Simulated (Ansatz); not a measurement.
A run for Ansatz (a program for electronic structure): R-CCSD(T)/aug-cc-pVTZ on methylamine (SMILES CN), atoms moved off the minimum.

Ansatz 0.2 input:
```yaml
crystal:
  periodic: [false, false, false]
  atoms:
    - {symbol: C, position_ang: [-0.72161506, 0.08733846, 0.09034711]}
    - {symbol: N, position_ang: [0.76312147, -0.05724511, -0.20255683]}
    - {symbol: H, position_ang: [-1.28505359, -0.55493485, -0.43287963]}
    - {symbol: H, position_ang: [-1.03358845, 1.10979131, -0.20744517]}
    - {symbol: H, position_ang: [-1.02129166, -0.02819412, 1.19203393]}
    - {symbol: H, position_ang: [1.02805090, -1.04634713, 0.03112191]}
    - {symbol: H, position_ang: [1.29110288, 0.47995227, 0.36545255]}
basis:
  gaussian:
    orbitals: aug-cc-pVTZ
magnetization: {spin_polarized: false}
correlation: {method: ccsd_t, electrons: outside_noble_gas}
scf: {lower_state_search: off}
output: {forces: true}
```

Program output:

```
WARN ansatz: RAYON_NUM_THREADS=1 ignored (pool sized by the plan → 1); use --threads N
Functional definition: HF
these checks for a lower state are left out or cut short: starts, cluster_reference, orbital_swaps, neighbouring_geometries, increment
integrals: 0.92 GiB planned
1154 factors; integrals over basis functions are off by at most 9.6e-4 eV
mean field: 0.49 GiB planned
mean field evaluation 1: about -2589.2358 eV, gradient 3.3e1 eV
mean field evaluation 2: about -2589.2361 eV, gradient 3.3e1 eV
mean field evaluation 4: about -2591.5787 eV, gradient 2.7e0 eV
mean field evaluation 8: about -2591.6048 eV, gradient 2.4e-4 eV
mean field -2591.60476160 eV, -95.2397183360 hartree, gradient 9.2e-7 eV, S^2 0.000000; 0 other end points of the search recorded, 0 dependent functions left out
2 core orbitals not correlated
reference -2591.60476160 eV, -95.2397183360 hartree; 7, 7 occupied and 198, 198 virtual orbitals, 1154 factors
densities: 2.27 GiB planned
second order -11.20753135 eV of doubles, -0.00000000 eV of singles
coupled cluster: 1.19 GiB planned
cycle   1  -11.54430686 eV  change   -3.4e-1 eV  update   6.0e-2
cycle   2  -11.80699772 eV  change   -2.6e-1 eV  update   1.7e-2
cycle   3  -11.84828675 eV  change   -4.1e-2 eV  update   7.0e-3
cycle   4  -11.84643131 eV  change    1.9e-3 eV  update   1.7e-3
cycle   5  -11.84661134 eV  change   -1.8e-4 eV  update   7.1e-4
cycle   6  -11.84672369 eV  change   -1.1e-4 eV  update   2.4e-4
cycle   7  -11.84664085 eV  change    8.3e-5 eV  update   9.8e-5
cycle   8  -11.84662391 eV  change    1.7e-5 eV  update   4.0e-5
cycle   9  -11.84662810 eV  change   -4.2e-6 eV  update   1.5e-5
cycle  10  -11.84662372 eV  change    4.4e-6 eV  update   5.7e-6
perturbative correction -0.43107263 eV, -0.0158416270 hartree
the calculation of the forces begins
Total energy: -2603.88245795 eV, -95.6909153548 hartree
Atom 0 at    -0.721615     0.087338     0.090347 Å, force     2.497373     3.236884     3.110397 eV/Å
Atom 1 at     0.763121    -0.057245    -0.202557 Å, force    -3.199908    -3.897478    -1.886069 eV/Å
Atom 2 at    -1.285054    -0.554935    -0.432880 Å, force    -1.717336    -2.616903    -2.174744 eV/Å
Atom 3 at    -1.033588     1.109791    -0.207445 Å, force     0.232887    -0.462884     0.151556 eV/Å
Atom 4 at    -1.021292    -0.028194     1.192034 Å, force     0.573987     0.098617    -1.233542 eV/Å
Atom 5 at     1.028051    -1.046347     0.031122 Å, force    -0.284636     1.244070    -0.378923 eV/Å
Atom 6 at     1.291103     0.479952     0.365453 Å, force     1.897633     2.397694     2.411326 eV/Å
Dipole moment:    -0.066302    -0.073369     0.265834 e Å
Checks for a lower state left out: starts, cluster_reference, orbital_swaps, neighbouring_geometries, increment
```

The calculation finished and met its thresholds.

Cost: very roughly 16 core-minutes.
